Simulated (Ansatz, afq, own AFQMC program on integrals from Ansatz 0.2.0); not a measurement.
**H2O, singlet in 6-31G, levels against full CI**

```xyz
3

O     0.0000   -0.1140    0.0000
H     0.0000    0.9046   -1.3289
H     0.0000    0.9046    1.3289
```

Basis 6-31G. Only valence electrons are correlated. AFQMC by an in-house program on the Cholesky factors that Ansatz 0.2.0 writes for its CCSD(T) run. The CISD trial takes its coefficients from CCSD amplitudes. Released means that phaseless walkers are propagated on without the constraint, phases kept. Uncertainties: one standard error, sampling alone.

Determinant: RHF, the one that the program's search chose, which needn't be the lowest solution. The geometry is a point of a scan.

Full CI on the same integrals is exact in this basis and with this determinant's frozen core.

Cautions: restricted determinant unstable towards unrestricted (UHF 2.81 eV lower, ⟨S²⟩ 1.50); strong correlation (T1 0.030, weight of the determinant 0.80, largest double 0.23).

The T1 diagnostic is 0.0301, the weight of the determinant in the CISD state is 0.795 and the size of the correlated space is 8 electrons in 12 orbitals.

Reference: full CI, correlation energy -6.491 eV. The released energy is read at 2.40 1/Eh (meV from the phaseless value at times in 1/Eh: -3 ± 8 at 0.24, -20 ± 7 at 0.51, -39 ± 8 at 0.99, -65 ± 7 at 1.62, -67 ± 8 at 2.40).

```tsv
level	E − E(reference) (meV)	share of correlation (%)
HF	6491.4	0.00
MP2	844.1	87.00
CCSD	232.6	96.42
CCSD(T)	8.7	99.87
CCSDT	36.2	99.44
CCSDT(Q)	-15.5	100.24
CCSDTQ	4.6	99.93
ph-AFQMC/HF	524.0 ± 44.0	91.93
ph-AFQMC/CISD	85.8 ± 7.3	98.68
released AFQMC	18.4 ± 8.4	99.72
```

CCSDT and higher add their correlation energy to the determinant of the CCSD(T) run, since their own runs factorise the integrals more tightly (a shift of under 2 meV). A walk keeps the symmetry of its determinant, which the program's search chose and which needn't be the lowest solution, so a lower state of the same spin and another symmetry isn't excluded. Released energies are given only where the last usable release times agree within the noise; a slower fall can still hide under it.
